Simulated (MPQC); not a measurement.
**BLYP/6-311G(d) (Cartesian functions) run of BH3F− (SMILES [BH3-]F)**

Aim: the energy difference between two shapes of BH3F− at BLYP/6-311G* (Cartesian functions), from 2 runs. 

Program for the calculation: MPQC 2.3.1.

9 further runs of the same task are left out: 2 that didn't finish, 7 set aside as unsound or not needed.

## (1) The structure to begin with

The species is BH3F− (5 atoms), meant as a singlet with charge -1. SMILES: `[BH3-]F`. Geometry: relaxed at GFN2-xTB.

Bond lengths: B1–F2 1.447 Å, B1–H3 1.227 Å, B1–H4 1.228 Å, B1–H5 1.228 Å. Angles: F2–B1–H3 108.4°, F2–B1–H4 108.4°, F2–B1–H5 108.4°, H3–B1–H4 110.7°, H3–B1–H5 110.5°, H4–B1–H5 110.5°.

## (2) Energy and gradient at BLYP/6-311G(d) (Cartesian functions)

mol.in

```
% BFH3
molecule<Molecule>: (
   symmetry = c1
   unit = bohr
   { atoms geometry } = {
      B  [ -0.06755771     0.05533118    -0.06404282 ]
      F  [ 1.61675519    -1.35665328     1.56274681 ]
      H  [ -2.01698028     0.49928454     1.11134793 ]
      H  [ -0.51884320    -1.23075973    -1.94176918 ]
      H  [ 0.98660711     2.03277839    -0.66828275 ]
   }
)
basis<GaussianBasisSet>: (
   name = "6-311G*"
   molecule = $:molecule
   puream = no
)
mpqc: (
   checkpoint = no
   savestate = no
   restart = no
   do_energy = yes
   do_gradient = yes
   optimize = no
   mole<CLKS>: (
      molecule = $:molecule
      basis = $:basis
      total_charge = -1
      memory = 1000000000
      print_evals = yes
      print_npa = yes
      maxiter = 60
      functional<StdDenFunctional>: ( name = "BLYP" )
      integrator<RadialAngularIntegrator>: ( grid = coarse )
      guess_wavefunction<CLHF>: (
         molecule = $:molecule
         total_charge = -1
         memory = 1000000000
         value_accuracy = 1e-3
         basis<GaussianBasisSet>: (
            name = "STO-2G"
            molecule = $:molecule
         )
      )
   )
)
```

On the command line:

```console
$ mpqc mol.in > mol.out
```

The program printed (excerpt; [...] marks lines left out):

```text
MPQC: Massively Parallel Quantum Chemistry
[...]
  Integrated electron density error = 0.003510982918
  iter     1 energy = -125.5613893033 delta = 8.07054e-02
  Integrated electron density error = 0.000383233427
  iter     2 energy = -126.4961149300 delta = 7.37633e-02
[...]
  Integrated electron density error = 0.000368795421
  iter    10 energy = -126.5500777964 delta = 5.84729e-07
  Integrated electron density error = 0.000368795541
  iter    11 energy = -126.5500777964 delta = 9.02218e-08
  Integrated electron density error = 0.000368795562
  iter    12 energy = -126.5500777964 delta = 1.01864e-08
[...]
  LUMO is    10   A =   0.267063
  total scf energy = -126.5500777964
[...]
  Integrated electron density error = 0.000368795287
  Total Gradient:
[...]
Value of the MolecularEnergy: -126.5500777964
  Gradient of the MolecularEnergy:
      1   -0.0083849561
      2   -0.0004039544
      3   -0.0063209874
      4   -0.0076117755
      5    0.0134673279
      6   -0.0087035066
      7    0.0106572435
      8   -0.0045835242
      9   -0.0006135529
     10    0.0053302058
     11    0.0014084410
     12    0.0100719325
[...]
        symmetry = c1
[...]
```

Wall time 8.2 s (1 thread of Intel Xeon at 2.50GHz (Skylake/Cascade Lake), shared host).

## (3) The distorted shape

mol.in

```
% BFH3
molecule<Molecule>: (
    symmetry = c1
    unit = bohr
    { atoms geometry } = {
        B  [ 0.30289286   0.04142847  -0.32365906 ]
        F  [ 1.35208770  -1.23997214   1.59024800 ]
        H  [ -1.99120064   0.37131985   1.39731263 ]
        H  [ -0.38035085  -1.54071261  -1.87650371 ]
        H  [ 1.33247613   2.04133696  -0.58629131 ]
    }
)
basis<GaussianBasisSet>: (
    name = "6-311G*"
    molecule = $:molecule
    puream = no
)
mpqc: (
    checkpoint = no
    savestate = no
    restart = no
    do_energy = yes
    do_gradient = yes
    optimize = no
    mole<CLKS>: (
        molecule = $:molecule
        basis = $:basis
        total_charge = -1
        memory = 1000000000
        print_evals = yes
        print_npa = yes
        maxiter = 60
        functional<StdDenFunctional>: ( name = "BLYP" )
        integrator<RadialAngularIntegrator>: ( grid = coarse )
        guess_wavefunction<CLHF>: (
            molecule = $:molecule
            total_charge = -1
            memory = 1000000000
            value_accuracy = 1e-3
            basis<GaussianBasisSet>: (
                name = "STO-2G"
                molecule = $:molecule
            )
        )
    )
)
```

On the command line:

```console
$ mpqc -o mol.out mol.in
```

The program printed (excerpt; [...] marks lines left out):

```text
MPQC: Massively Parallel Quantum Chemistry
[...]
  Integrated electron density error = 0.001322347844
  iter     1 energy = -125.4954012062 delta = 8.19973e-02
  Integrated electron density error = 0.002820063876
  iter     2 energy = -126.4476077807 delta = 8.20727e-02
[...]
  Integrated electron density error = 0.000002314169
  iter    11 energy = -126.5045304354 delta = 1.85146e-06
  Integrated electron density error = 0.000002314243
  iter    12 energy = -126.5045304354 delta = 1.27293e-07
  Integrated electron density error = 0.000002314239
  iter    13 energy = -126.5045304354 delta = 2.75554e-08
[...]
  LUMO is    10   A =   0.248469
  total scf energy = -126.5045304354
[...]
  Integrated electron density error = 0.000002314516
  Total Gradient:
[...]
Value of the MolecularEnergy: -126.5045304354
  Gradient of the MolecularEnergy:
      1    0.0721369643
      2   -0.0005695140
      3   -0.0265204494
      4   -0.0702318557
      5    0.0432391804
      6   -0.0488573742
      7    0.0014783243
      8   -0.0179053475
      9    0.0352318519
     10   -0.0005097897
     11   -0.0106410007
     12    0.0209748730
[...]
        symmetry = c1
[...]
```

It took 11 s on 1 thread of Intel Xeon at 2.50GHz (Skylake/Cascade Lake), shared host.

## (4) Outcome

At BLYP/6-311G* (Cartesian functions):

```
                                                              quantity          value
                                             first shape: total energy  -126.55008 Eh
                                              first shape: HOMO energy        0.35 eV
                                              first shape: LUMO energy        7.27 eV
    first shape: HOMO–LUMO gap (to an unbound level, set by the basis)        6.92 eV
                                 first shape: largest force on an atom     0.913 eV/Å
                                         distorted shape: total energy  -126.50453 Eh
                                          distorted shape: HOMO energy        1.59 eV
                                          distorted shape: LUMO energy        6.76 eV
distorted shape: HOMO–LUMO gap (to an unbound level, set by the basis)        5.17 eV
                             distorted shape: largest force on an atom     4.929 eV/Å
                                energy change with the atoms displaced       1.239 eV
```

With the atoms displaced the energy rises by 1.24 eV (120 kJ/mol). The first shape isn't relaxed at this level, so the change isn't measured from a minimum. The largest force (first shape) is 0.91 eV/Å: the shape isn't a stationary point for this species at this level. The HOMO (first shape) lies at positive energy, 0.35 eV, as semi-local functionals often give for anions; only total energies tell whether the electron is bound. The HOMO (distorted shape) lies at positive energy, 1.59 eV, as semi-local functionals often give for anions; only total energies tell whether the electron is bound.
